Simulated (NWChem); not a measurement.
Ionisation of F₄Si

```xyz
5

F      0.0000    -1.2951    -0.9158
Si     0.0000     0.0000     0.0000
F      0.0000     1.2951    -0.9158
F      1.2951     0.0000     0.9158
F     -1.2951     0.0000     0.9158
```
Charge 0, spin multiplicity 1.

Program: NWChem. Structure: optimised with PBE0/def2-SVP, a minimum by its harmonic frequencies.

Basis set: def2-TZVP. The species with one electron less has spin multiplicity 2 and keeps the geometry of the parent. Δ marks differences of total energies (open shells unrestricted). −ε marks an orbital energy of the parent. That orbital need not have the symmetry of the hole or added electron in the Δ rows.

The structure started from a generated list of species. The stability of the SCF solutions was not checked.

Task: One of these methods gave a first vertical ionisation energy of 14.78 eV. Which?
A) ΔPBE
B) −ε(HOMO) of r2SCAN
C) Δr2SCAN
D) G0W0@PBE0

Result: C, Δr2SCAN. The others give 11.14 (−ε(HOMO) of r2SCAN), 15.78 (G0W0@PBE0), 14.35 (ΔPBE).
